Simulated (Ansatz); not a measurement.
A made-up structure of CH₅BN (charge -1), singlet:

C1  (-0.849, 0.711, -0.671)
B2  (-0.038, 0.217, 0.439)
N3  (0.733, -1.057, 0.444)
H4  (-0.946, 0.199, -1.635)
H5  (-1.449, 1.620, -0.607)
H6  (-0.176, -0.093, -0.510)
H7  (0.922, -1.449, -0.468)
H8  (1.580, -1.062, 0.993)
(Å)

It is relaxed with PBE-D4/def2-SVPD and then PBE0-D4/def2-TZVPD (Ansatz 0.2.0). Atoms count as bonded within 1.22 times the sum of their covalent radii (H–H: 0.88 Å). The end point is not checked to be a true minimum.

Problem. Does its bonding change? (A judgement: the text doesn't fix the answer.)

Solution. The calculation gives: Yes. Formed: none; broken: B2–H6.

Where it ends: The first stage lowers the energy by 4.57 eV in 17 steps. It ends as CH₅BN ([CH3][B][NH2]), total charge -1:
C1  (-0.757, 0.519, -0.749)
B2  (-0.393, -0.259, 0.592)
N3  (0.840, -0.936, 0.502)
H4  (-1.707, 0.161, -1.163)
H5  (-0.895, 1.589, -0.559)
H6  (0.029, 0.406, -1.537)
H7  (1.425, -0.915, -0.346)
H8  (1.235, -1.479, 1.245)
(Å)

The highest PBE0 orbital of the anion lies well above zero, so the extra electron may be unbound in the gas phase

Labels in which every atom is bracketed show which atoms are joined, not bond orders.

For scale, one of the runs: PBE0-D4/def2-TZVPD relaxation, 156 basis functions, launched by `ansatz run in.yaml --threads 2 --pin off --events-out ev --progress --plain --max-ram 4352MiB`. Hardware: 2 CPU threads of an Arm Neoverse V1, shared host. Wall time about 19 s.
